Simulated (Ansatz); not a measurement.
C₂H₂O, SMILES `C=C=O`, relaxed with RKS PBE0-D4/def2-TZVP in Ansatz from a PBE-D4/def2-SVP geometry. The force threshold is 0.005 eV/Å; the program also tests the step.

The species carries charge 0 and has multiplicity 1.

Start:

```xyz
5

C    -0.148   -0.470   -0.237
C     0.211    0.668    0.337
O     0.529    1.679    0.846
H     0.519   -1.341   -0.185
H    -1.111   -0.537   -0.761
```

Q: By how much does the energy fall, and how many steps does the optimiser take? (An estimate is asked.)

A: Ansatz gave: 4.07 kJ/mol, in 4 steps, 1 of them rejected.

Q: Which bonds change most? (Estimate.)

A: Computed: C2–O3 from 1.176 to 1.156 Å; C1–H4 from 1.099 to 1.080 Å; C1–H5 from 1.099 to 1.080 Å; C1–C2 from 1.324 to 1.307 Å.

Q: Give the relaxed structure. (Best estimate.)

A: The calculation gave: 
```xyz
5

C    -0.147   -0.466   -0.235
C     0.207    0.658    0.332
O     0.521    1.652    0.833
H     0.513   -1.319   -0.181
H    -1.095   -0.526   -0.749
```
